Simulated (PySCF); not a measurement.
**Dipole moment and polarisability across levels of theory**

Methacrylic acid, C4H6O2.
SMILES: `C=C(C)C(=O)O`

PySCF, dipoles from the SCF density, polarisabilities from static response with core orbitals frozen. Geometry: PBE0-D3(BJ)/def2-SVP, one conformer, isolated molecule.

Task: Compare the levels for these properties.

Result: 

```csv
level,μ (D),α (au),anisotropy (au)
LDA/def2-SVPD,1.661,60.22,30.27
PBE/def2-SVPD,1.670,59.76,30.42
B3LYP/def2-SVPD,1.791,58.10,29.54
PBE0/def2-SVPD,1.780,57.40,29.12
BHandHLYP/def2-SVPD,1.924,56.03,28.69
CAM-B3LYP/def2-SVPD,1.815,57.23,28.89
wB97X-D/def2-SVPD,1.810,57.27,28.53
LC-wPBE/def2-SVPD,1.780,55.88,28.05
HF/def2-SVPD,2.134,54.28,28.31
PBE0/6-31G*,1.559,46.21,33.43
PBE0/def2-SVP,1.554,47.71,31.52
PBE0/6-31+G*,1.729,53.90,31.04
PBE0/aug-cc-pVDZ,1.744,58.45,29.32
PBE0/def2-TZVP,1.689,54.77,30.41
PBE0/def2-TZVPD,1.752,58.43,29.31
```

The anisotropy is √(½[(α1 − α2)² + (α2 − α3)² + (α3 − α1)²]). The dipole runs from 1.55 D (PBE0/def2-SVP) to 2.13 D (HF/def2-SVPD). No reference polarisability is at hand; against PBE0 in the largest diffuse basis at hand (def2-TZVPD) the other PBE0 rows deviate by 6-31G* -21%, def2-SVP -18%, 6-31+G* -8%, def2-SVPD -2%, aug-cc-pVDZ 0%, def2-TZVP -6%. In one basis (def2-SVPD) the functionals order the polarisability from HF (lowest) to LDA (highest), a spread of 11%. With PBE0 the polarisability is 49.56 au without diffuse functions (mean of 6-31G*, def2-SVP and def2-TZVP) and 57.05 au with them (mean of 6-31+G*, def2-SVPD, aug-cc-pVDZ and def2-TZVPD).
